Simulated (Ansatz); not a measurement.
Two shapes of doublet SO₂(+).

Shape 1:

```xyz
3

O     0.0000    0.2138   -1.4175
S     0.0000   -0.4277    0.0000
O     0.0000    0.2138    1.4175
```

Shape 2:

```xyz
3

O     0.0000    0.1980   -1.3125
S     0.0000   -0.3960    0.0000
O     0.0000    0.1980    1.3125
```

Basis set: def2-SVP (spherical functions). Left uncorrelated: 7 orbitals. Correlation on ROHF uses semicanonical orbitals with singles. Charge 1, multiplicity 2.

Computed with Ansatz (development build ahead of 0.2.0); each method stands on the lowest determinant of its kind that the runs found.

Task: Which shape is lower in energy, and by how much in each method?

Result:

```tsv
method	E(2) − E(1) (eV)
ROHF	-0.745
UHF	-0.057
ROHF-CCSD(T)	-0.418
```

Shape 2 is lower. Caution: the determinant may break the point group. Caution for ROHF, ROHF-CCSD(T): an unrestricted determinant lies well below. Caution for UHF: the unrestricted determinant is spin contaminated. Caution for ROHF-CCSD(T): another reference gives a lower total.
